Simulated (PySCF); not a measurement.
The vertical singlet excitations below were computed for one of the candidates. Method: TDDFT CAM-B3LYP/def2-SVPD, vertical, gas phase, core orbitals frozen in the response (PySCF 2.14.0, density-fitted response routines). Geometries: GFN2-xTB, one conformer each.

```csv
state,E (eV),f
S1,5.33,0.375
S2,5.99,0.012
S3,6.38,0.0000
S4,6.58,0.044
S5,6.58,0.0000
S6,6.74,0.0000
S7,6.94,0.019
S8,7.50,0.0010
```

Triplets computed (Tamm–Dancoff): 3.37, 4.80, 5.26 eV.

Question: Which candidate is it?
A. `o1ccc2occc21`
B. `FC(F)(OCC)F`
C. `O=C1C=CC=CC1=O`

Answer: A. Its S1 lies at 5.33 eV; the nearest of the others has S1 at 2.04 eV. S1 is HOMO→LUMO (96%). Löwdin shares by element: HOMO carbon 68% or more (atoms not listed hold the other 32%); LUMO carbon 58% or more (atoms not listed hold the other 42%). At the same level the other candidates give, for their lowest levels:
- `O=C1C=CC=CC1=O`: 2.04 eV (f 0.000); 3.28 eV (f 0.053); 3.41 eV (f 0.000); 5.81 eV (f 0.001); 6.04 eV (f 0.095); T1 1.58 eV; HOMO -8.98, LUMO -2.83 eV
- `CCOC(F)(F)F`: 9.10 eV (f 0.001); 9.85 eV (f 0.001); 10.15 eV (f 0.053); 10.28 eV (f 0.011); 10.36 eV (f 0.045); T1 8.88 eV; HOMO -11.05, LUMO 1.17 eV
